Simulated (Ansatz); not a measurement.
Two isomers of C3H7NO: A = `CNC(C)=O`, B = `C=C(O)NC`.

Gas-phase electronic energies from Ansatz, PBE0-D4/def2-TZVP geometries. CBS: MP2 limit from def2 TZ/QZ plus the TZ coupled-cluster correction, frozen cores. DFT in def2-TZVPP. B3LYP here is the variant with VWN-RPA as its local correlation; programs differ in this. One conformer a species, not always the lowest.

(1) Which isomer does CCSD(T)/CBS put lower? Give the gap. (An estimate is asked.)

(2) Give E(B) − E(A) in kJ/mol with ωB97M-V, HF/def2-TZVPP, r2SCAN-D4, B3LYP, PBE-D4, B2PLYP, MP2/def2-TZVPP. (An estimate is asked.)

Largest T1 diagnostic: 0.014.

Results:

(1) The calculation gave: A, by 99.0 kJ/mol.

(2) Computed: ωB97M-V 100.4, HF/def2-TZVPP 109.1, r2SCAN-D4 105.3, B3LYP 105.6, PBE-D4 105.2, B2PLYP 106.4, MP2/def2-TZVPP 102.9. None reverses the order clearly.

In def2-TZVPP, CCSD(T) changes the Hartree–Fock value by −6.9 kJ/mol (the triples alone add +0.6 kJ/mol) and MP2 by −6.2 kJ/mol.
